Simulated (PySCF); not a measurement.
# Frontier levels across methods

Compound: C₂H₇PS.
SMILES with atom numbers: `[CH3:1][PH:2]([CH3:3])=[S:4]` (hydrogens: H5, H6, H7 on C1; H8 on P2; H9, H10, H11 on C3)

Geometry (PBE0-D3(BJ)/def2-SVP, Å), atoms numbered from 1 in this order:
```xyz
11
C2H7PS angstrom
C     -1.3823    0.3598    0.3926
P      0.3379    0.6666   -0.1219
C      1.0684   -0.9895   -0.3214
S      1.3429    1.8869    1.0069
H     -1.8986   -0.3123   -0.3093
H     -1.9047    1.3249    0.4453
H     -1.3670   -0.0837    1.3988
H      0.1636    1.0720   -1.4794
H      2.0868   -0.8754   -0.7175
H      1.1304   -1.4592    0.6709
H      0.4694   -1.6166   -0.9992
```

Basis pcSseg-2 throughout (PySCF), one geometry. Isolated species at its PBE0-D3(BJ)/def2-SVP geometry, gas phase.

How do the orbital energies, the gap and the dipole change with the method?

```json
{"method": "BLYP", "kind": "GGA", "HOMO (eV)": "-5.25", "LUMO (eV)": "-0.59", "gap (eV)": "4.66", "μ (D)": "4.40", "SCF cycles": "14"}
{"method": "B97-D", "kind": "GGA", "HOMO (eV)": "-5.36", "LUMO (eV)": "-0.50", "gap (eV)": "4.86", "μ (D)": "4.49", "SCF cycles": "14"}
{"method": "OPBE", "kind": "GGA", "HOMO (eV)": "-5.40", "LUMO (eV)": "-0.50", "gap (eV)": "4.91", "μ (D)": "4.50", "SCF cycles": "14"}
{"method": "PBE", "kind": "GGA", "HOMO (eV)": "-5.42", "LUMO (eV)": "-0.63", "gap (eV)": "4.79", "μ (D)": "4.43", "SCF cycles": "14"}
{"method": "KT3", "kind": "GGA", "HOMO (eV)": "-5.49", "LUMO (eV)": "-0.74", "gap (eV)": "4.74", "μ (D)": "4.38", "SCF cycles": "14"}
{"method": "KT2", "kind": "GGA", "HOMO (eV)": "-5.51", "LUMO (eV)": "-0.65", "gap (eV)": "4.86", "μ (D)": "4.39", "SCF cycles": "15"}
{"method": "BP86", "kind": "GGA", "HOMO (eV)": "-5.51", "LUMO (eV)": "-0.56", "gap (eV)": "4.95", "μ (D)": "4.48", "SCF cycles": "14"}
{"method": "LDA", "kind": "LDA", "HOMO (eV)": "-5.55", "LUMO (eV)": "-0.78", "gap (eV)": "4.77", "μ (D)": "4.48", "SCF cycles": "13"}
{"method": "B3LYP", "kind": "global hybrid", "HOMO (eV)": "-6.30", "LUMO (eV)": "-0.18", "gap (eV)": "6.12", "μ (D)": "4.60", "SCF cycles": "13"}
{"method": "PBE0", "kind": "global hybrid", "HOMO (eV)": "-6.54", "LUMO (eV)": "0.09", "gap (eV)": "6.62", "μ (D)": "4.68", "SCF cycles": "12"}
{"method": "mPW1PW91", "kind": "global hybrid", "HOMO (eV)": "-6.55", "LUMO (eV)": "0.09", "gap (eV)": "6.63", "μ (D)": "4.68", "SCF cycles": "12"}
{"method": "HF", "kind": "Hartree–Fock", "HOMO (eV)": "-9.08", "LUMO (eV)": "2.27", "gap (eV)": "11.34", "μ (D)": "5.22", "SCF cycles": "10"}
```

The HOMO spans 3.83 eV, from BLYP down to HF, and the gap runs from 4.66 eV (BLYP) to 11.34 eV (HF). Over the methods BLYP (0 %), B97-D (0 %), OPBE (0 %), PBE (0 %), KT3 (0 %), KT2 (0 %), BP86 (0 %), LDA (0 %), B3LYP (20 %), PBE0 (25 %), mPW1PW91 (25 %), HF (100 %), a straight line through the gap against the share of exact exchange rises by 0.66 eV for each 10 % (correlation coefficient 0.999). The dipole ranges from 4.38 D (KT3) to 5.22 D (HF). This basis has no diffuse functions.
